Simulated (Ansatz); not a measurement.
Species: HS, net charge 0, doublet state. 
Structure (B3LYP-D3(BJ)/def2-TZVP (Ansatz, a quantum-chemistry and plane-wave program) minimum search):
SMILES: [SH]
```xyz
2

S      0.0000     0.0000    -0.0793
H      0.0000     0.0000     1.2681
```
Charge 0, spin multiplicity 2.

Quantity: vertical ionisation energy (to the triplet state of charge +1; each state is the SCF solution reached for its spin), in eV. Valence correlation only, unless marked. Open shells are spin-unrestricted. Spin-orbit coupling is left out. No relativistic terms. CBS(X,Y): correlation extrapolated as X^-3; Hartree-Fock from the larger set.

```json
[
 {"level": "SVWN5/def2-TZVPD", "program": "Ansatz", "vertical ionisation energy (eV)": "(withheld)"},
 {"level": "r2SCAN/def2-TZVPD", "program": "Ansatz", "vertical ionisation energy (eV)": "10.37"},
 {"level": "B3LYP/def2-TZVPD", "program": "Ansatz", "vertical ionisation energy (eV)": "(withheld)"},
 {"level": "PBE0/def2-TZVPD", "program": "Ansatz", "vertical ionisation energy (eV)": "(withheld)"},
 {"level": "BHLYP/def2-TZVPD", "program": "Ansatz", "vertical ionisation energy (eV)": "10.28"},
 {"level": "CAM-B3LYP/def2-TZVPD", "program": "Ansatz", "vertical ionisation energy (eV)": "10.47"},
 {"level": "wB97M-V/def2-TZVPD", "program": "Ansatz", "vertical ionisation energy (eV)": "(withheld)"},
 {"level": "wB97X-V/def2-TZVPD", "program": "Ansatz", "vertical ionisation energy (eV)": "10.46"},
 {"level": "CCSD/aug-cc-pV(D+d)Z", "program": "Ansatz", "vertical ionisation energy (eV)": "9.97"},
 {"level": "CCSD/def2-SVPD", "program": "Ansatz", "vertical ionisation energy (eV)": "9.97"},
 {"level": "CCSD/aug-cc-pV(T+d)Z", "program": "Ansatz", "vertical ionisation energy (eV)": "10.21"},
 {"level": "CCSD/def2-TZVPPD", "program": "Ansatz", "vertical ionisation energy (eV)": "10.17"},
 {"level": "CCSD/def2-QZVPPD", "program": "Ansatz", "vertical ionisation energy (eV)": "10.27"},
 {"level": "CCSD(T)/CBS(aug-cc-pV(T+d)Z,aug-cc-pV(Q+d)Z)", "program": "Ansatz", "vertical ionisation energy (eV)": "10.42"}
]
```

Question: What belongs in the gaps?

Answer: 
- SVWN5/def2-TZVPD, vertical ionisation energy (eV): 10.60
- B3LYP/def2-TZVPD, vertical ionisation energy (eV): 10.48
- PBE0/def2-TZVPD, vertical ionisation energy (eV): 10.36
- wB97M-V/def2-TZVPD, vertical ionisation energy (eV): 10.40
